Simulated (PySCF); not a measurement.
**Molecular orbitals of AlO**

PBE at R = 1.623 Å; PySCF, no relativity, basis sets Al def2-TZVPP, O def2-TZVPP. State: ²Σ⁺ (doublet), unpaired electrons σ ↑. Only the outer orbitals are listed, counted within each symmetry.

```
spin  orbital  occ.  ε (eV)  on Al (%)            main shells (%)
   α       5σ     1  -21.85         12                     86 O s
   α       6σ     1   -8.94         44            51 O p, 42 Al s
   α       2π     1   -6.66         18            82 O p, 14 Al p
   α       2π     1   -6.66         18            82 O p, 14 Al p
   α       7σ     1   -6.58         68   43 Al s, 32 O p, 24 Al p
   α       3π     0   -2.25         91    81 Al p, 10 Al d, 9 O p
   α       3π     0   -2.25         91    81 Al p, 10 Al d, 9 O p
   α       8σ     0   -0.20        103  66 Al p, 25 Al d, 12 Al s
   β       5σ     1  -21.26         13                     86 O s
   β       6σ     1   -7.99         47            48 O p, 45 Al s
   β       2π     1   -6.47         19            81 O p, 14 Al p
   β       2π     1   -6.47         19            81 O p, 14 Al p
   β       7σ     0   -5.25         67   47 Al s, 33 O p, 19 Al p
   β       3π     0   -1.54         91             85 Al p, 9 O p
   β       3π     0   -1.54         91             85 Al p, 9 O p
```

Which are the highest filled and the lowest empty level, where do they sit, and how wide is the gap?

Highest filled β 2π at -6.47 eV (in %: 81 O p, 14 Al p); lowest empty β 7σ at -5.25 eV (in %: 47 Al s, 33 O p, 19 Al p); the gap at PBE is 1.22 eV.

| Property | Result |
| --- | --- |
| bond order (Mayer) | 2.16 |
| ⟨S²⟩ | 0.755 |
| charge on Al (Mulliken, basis-dependent) | 0.42 |
| charge on Al (Löwdin, basis-dependent) | 0.18 |
| dipole moment (positive dipole means Al(−)O(+)) | -3.98 D |
| polarisability along the bond | 48.1 bohr³ |
| polarisability across the bond | 37.5 bohr³ |

Shares are Mulliken populations and can fall outside 0 to 100 %.

The state was picked by a PBE0 search and need not be the measured ground state.
